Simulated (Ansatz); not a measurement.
## C₂H₃NO₂, SMILES NC(=O)C=O: a rigid torsion scan, step by step

With Ansatz's Python interface.

The cells in order, each with its output:

```python
import ansatz as az
from ase import Atoms
```

```python
atoms = Atoms(["N", "C", "O", "C", "O", "H", "H", "H"], positions=[
    (-0.7695, -0.8535, 0.4451),
    (0.2665, -0.4236, -0.2964),
    (0.9278, -1.1693, -0.9776),
    (0.6654, 1.0735, -0.2316),
    (-0.0924, 1.8171, 0.4213),
    (-1.3431, -0.1066, 0.9639),
    (-1.0708, -1.7766, 0.4448),
    (1.5083, 1.3818, -0.8253),
])
```

```python
first = (
    az.Crystal.molecule_from_ase(atoms).calculation()
    .basis(gaussian="6-31G*")
    .functional("HF")
    .accuracy("medium")
    .relax(force_tolerance=0.02, max_steps=80)
)
atoms.positions = first.run().report["positions_ang"]
```

```python
start = atoms.get_dihedral(2, 1, 0, 5)
energies = {}
for turn in range(0, 360, 40):
    turned = atoms.copy()
    turned.set_dihedral(2, 1, 0, 5, start + turn, indices=[0, 5, 6])
    base = (
        az.Crystal.molecule_from_ase(turned).calculation()
        .basis(gaussian="6-31G*")
        .functional("HF")
        .accuracy("medium")
    )
    energies[round((start + turn) % 360)] = base.run().report["free_energy_ev"]
floor = min(energies.values())
print("dihedral O2-C1-N0-H5 (deg)   E - E(min) (kcal/mol)")
for angle, e in sorted(energies.items()):
    print(f"{angle:8d} {23.060548 * (e - floor):14.3f}  " + "#" * int(30 * (e - floor) / max(max(energies.values()) - floor, 1e-9)))
```

    dihedral O2-C1-N0-H5 (deg)   E - E(min) (kcal/mol)
          20          3.027  ###
          60         20.278  ######################
         100         26.923  #############################
         140         10.822  ############
         180          0.000
         220         10.822  ############
         260         26.924  ##############################
         300         20.277  ######################
         340          3.028  ###

These settings explore the input space; basis and method may be short of convergence. The scan is rigid and the energies are electronic, in a modest basis. With rigid groups the curve can differ much from the relaxed path, the start wasn't checked as a minimum of this torsion, and equivalent turns needn't return to the same energy. Finished in 34 s on 1 thread of Arm Neoverse N1 (shared host), peak memory 0.21 GiB.
